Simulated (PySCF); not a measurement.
C4H8O2.
Structure used (GFN2-xTB), in Å, numbered top down from 1:
```xyz
14
C4H8O2 angstrom
C      2.0481    0.0780    0.0683
O      0.9612   -0.3930   -0.6930
C     -0.2531   -0.3765   -0.0047
C     -1.0119    0.9632    0.0880
O     -2.1452    0.3902   -0.5667
C     -1.4494   -0.8246   -0.8496
H      2.9283   -0.0223   -0.5629
H      2.1797   -0.5193    0.9787
H      1.9173    1.1287    0.3505
H     -0.1626   -0.8929    0.9616
H     -1.2542    1.3292    1.0880
H     -0.5623    1.7610   -0.5114
H     -1.9950   -1.7059   -0.5087
H     -1.2016   -0.9162   -1.9101
```

A PySCF run (density fitting, gas phase, GFN2-xTB geometry) gave HOMO -9.13 eV, LUMO 3.14 eV, dipole 2.59 D and E = -307.491 Eh.

Question: Which of these levels was it?
A. PBE0/def2-SVPD
B. BHandHLYP/pcSseg-1
C. wB97X-D/pcSseg-1
D. PBE0/pcSseg-1

Answer: C. It is wB97X-D/pcSseg-1. All candidates on this geometry:

```csv
level and settings,kind,basis functions,SCF cycles,E (Eh),HOMO (eV),LUMO (eV),dipole (D)
PBE0/def2-SVPD,global hybrid,190,13,-307.0720,-7.35,0.63,2.37
PBE0/pcSseg-1,global hybrid,142,12,-307.2407,-7.18,1.30,2.53
"BHandHLYP/pcSseg-1, energy threshold 1e-11 Eh",global hybrid,142,11,-307.4097,-8.76,2.00,2.68
"wB97X-D/pcSseg-1, fitting basis def2-qzvpp-jkfit, start guess huckel",range-separated hybrid,142,11,-307.4907,-9.13,3.14,2.59
```

The nearest other candidate, by the summed differences of HOMO and LUMO, is BHandHLYP/pcSseg-1: its HOMO differs by +0.37 eV and its LUMO by -1.14 eV. wB97X-D ran without the empirical dispersion term, which would shift the total energy alone. Cycle counts include a coarse-grid stage where the run had one.
